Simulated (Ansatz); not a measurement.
Consider the atomization: `C#C/C=C/C` → 5 C• + 6 H•.

Isolated molecules relaxed with PBE0-D4/def2-TZVP in Ansatz; ΔE leaves out vibrations. CBS: MP2 limit from def2 TZ/QZ plus the TZ coupled-cluster correction, frozen cores. This one scheme is used for every species, atoms too. DFT in def2-TZVPP. B3LYP here is the variant with VWN-RPA as its local correlation; programs differ in this. HSE06 is defined as in plane-wave codes. No spin–orbit coupling; open shells (•) take unrestricted orbitals. Spin–orbit coupling would lower the free atoms: a little for C.

Task: What is ΔE at CCSD(T)/CBS? (Best estimate.)

Result: The calculation gave: +49.78 eV.

Task: What do these levels give: r2SCAN-D4, PBE0-D4, r2SCAN0-D4, HSE06-D4, PBE, BLYP, B3LYP, LC-ωPBE, CCSD/def2-SVP, HF/def2-TZVPP, MP2/def2-TZVPP, SCS-MP2/def2-QZVPP? (Best estimate.)

Result: The calculation gave: r2SCAN-D4 50.09, PBE0-D4 50.44, r2SCAN0-D4 49.33, HSE06-D4 50.48, PBE 51.25, BLYP 49.64, B3LYP 49.72, LC-ωPBE 49.81, CCSD/def2-SVP 47.40, HF/def2-TZVPP 37.06, MP2/def2-TZVPP 49.69, SCS-MP2/def2-QZVPP 50.02 eV.

Largest T1 diagnostic among the species: 0.012.

From PBE to PBE0 (25 % exact exchange), in def2-TZVPP and without D4, ΔE moves by −0.97 eV: exact exchange takes away binding that semilocal exchange gives to molecules. Leaving LDA and LC-ωPBE aside and taking each functional with its dispersion term where it has one, the values, not all of them listed here, spread over 2.98 eV, from BHLYP-D4 to PBE-D4. LDA lies +5.88 eV from PBE without D4, its usual overbinding.

For atomizations the MP2-based limit and the directly extrapolated one differ by several kJ/mol either way, and by 10 to 25 for some Ge, Se and Sn compounds, so smaller differences from it don't rank the levels.
